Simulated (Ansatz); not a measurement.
## 1T (CdI2-type) VSe₂ (undistorted form, which takes a superstructure on cooling)

All values below come from r²SCAN+rVV10 (Ansatz, a first-principles code, PAW).

Settings: plane-wave cutoff 500 eV, 12×12×6 k mesh (along the axes of the cell as run), Fermi–Dirac smearing 0.05 eV, scalar-relativistic PAW data made under PBE.

Cell: relaxed at this level.

```json
{
 "equilibrium_volume_per_atom": "19.95 Å³/atom",
 "equilibrium_lattice_constant_a": "3.332 Å",
 "lattice_parameter_c": "6.223 Å"
}
```

The result took around 100 core-seconds (rough).
